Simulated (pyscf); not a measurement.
PySCF, gas phase, ωB97X-D3(BJ)/def2-SVP geometries.

Q: Estimate by transition-state theory the rate constant of HO–Si(OH)(F)–F (SMILES O[Si](O)(F)F) + HCl (SMILES Cl) → H₂O (SMILES O) + HO–Si(F)(F)–Cl (SMILES O[Si](F)(F)Cl) (singlet surface; O–Si, Cl–H broken, H–O, Cl–Si formed) at 600 K, with ωB97M-D3(BJ)/def2-TZVP energies (ideal gas, 1 atm, RRHO with modes under 100 cm⁻¹ raised to 100, one conformer, R ln 2 for chiral ones without a mode under 150 cm⁻¹; no tunnelling).

A: The electronic barrier is 17.4 kcal/mol and the thermal terms add +24.5, so ΔG‡ = 41.9 kcal/mol. With k_BT/h = 1.25e+13 s⁻¹ and RT = 1.192 kcal/mol, and a volume of 8.18e-20 cm³ per molecule at 1 atm, k = 5.7e-22 cm³ molecule⁻¹ s⁻¹. Wigner's tunnelling factor for 376i cm⁻¹ would be 1.03. A shift of 1 kcal/mol in the barrier changes k by a factor 2.3. On the reactant side the descent ends in a complex, 6.0 kcal/mol under the separated species and 22.4 kcal/mol under the saddle at ωB97X-D3(BJ)/def2-TZVP. On the product side the descent ends in an adduct with a O–Si contact (not fully relaxed), 8.1 kcal/mol over the separated species and 5.0 kcal/mol under the saddle at ωB97X-D3(BJ)/def2-TZVP. What is counted as broken (O–Si) persists as a longer contact in the product adduct; parting that adduct is a step of its own. One saddle was located; it need not be the lowest between these sides.
